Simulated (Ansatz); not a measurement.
Cartesian coordinates (Å):
SMILES: [F][Al]([F])[F]
```xyz
4

F     -0.8307    -1.4301     0.0000
Al     0.0232    -0.0352     0.0009
F      1.6581    -0.0774    -0.0003
F     -0.7565     1.4022    -0.0004
```
Charge 0, multiplicity 1.

Computed with frozen-core CCSD(T)/cc-pVTZ // ωB97X-D3(BJ)/def2-TZVP in Ansatz (a quantum-chemistry and plane-wave program).

```yaml
HF energy: -540.59342 Ha
MP2 correlation energy: -0.83124 Ha
```

Task: Estimate the CCSD correlation energy, the (T) correction, the total energy and the T1 diagnostic.

Result: 
* **CCSD correlation energy**: -0.82724 Ha
* **(T) correction**: -0.02299 Ha
* **CCSD(T) total energy**: -541.44365 Ha
* **T1 diagnostic**: 0.013
